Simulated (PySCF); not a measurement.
**Deuteron quadrupole couplings in `CC1(C)CC1`**

Compound: C5H10.
Atom-mapped SMILES: `[CH3:1][C:2]1([CH3:3])[CH2:4][CH2:5]1` (hydrogens: H6, H7, H8 on C1; H9, H10, H11 on C3; H12, H13 on C4; H14, H15 on C5)

Cartesian coordinates in Å at the PBE0-D3(BJ)/def2-TZVP level; atoms count from 1:
```
atom  x, y, z in Å
C1    -1.366   -0.733    0.011
C2    -0.012   -0.077   -0.018
C3     1.121   -0.992   -0.400
C4     0.066    1.353   -0.459
C5     0.267    0.999    0.988
H6    -1.624   -1.144   -0.969
H7    -2.146   -0.020    0.290
H8    -1.389   -1.554    0.734
H9     2.075   -0.460   -0.405
H10    0.966   -1.411   -1.399
H11    1.206   -1.826    0.303
H12    0.934    1.662   -1.030
H13   -0.853    1.854   -0.737
H14    1.268    1.072    1.395
H15   -0.521    1.259    1.685
```

Level: PBE0/pcSseg-2 (PySCF, non-relativistic); Q(2H) = 0.00286 b; rigid geometry, the same for H and D, with no vibrational averaging.

**Question.** Tabulate Vzz, the asymmetry η and χzz = 234.96 MHz × Q × Vzz for every hydrogen position.

**Answer.** 
```
atom  bonded to  bond length (Å)  Vzz (au)     η  χzz (kHz)
  H6         C1            1.094    0.2829  0.02        190
  H7         C1            1.092    0.2852  0.03        192
  H8         C1            1.094    0.2835  0.02        191
  H9         C3            1.092    0.2852  0.03        192
 H10         C3            1.094    0.2833  0.02        190
 H11         C3            1.094    0.2829  0.02        190
 H12         C4            1.083    0.2996  0.07        201
 H13         C4            1.084    0.2993  0.07        201
 H14         C5            1.084    0.2993  0.07        201
 H15         C5            1.084    0.2991  0.07        201
```

**Question.** A static deuteron (I = 1) shows a doublet split by (3/2)χ, (3/4)χ(1 + η) and (3/4)χ(1 − η) with the field along z, y and x of the gradient. What are these for H9?

**Answer.** With |χ| = 191.7 kHz and η = 0.032: 288, 148 and 139 kHz, to first order and without motion.

Isolated species at its PBE0-D3(BJ)/def2-TZVP geometry, gas phase.
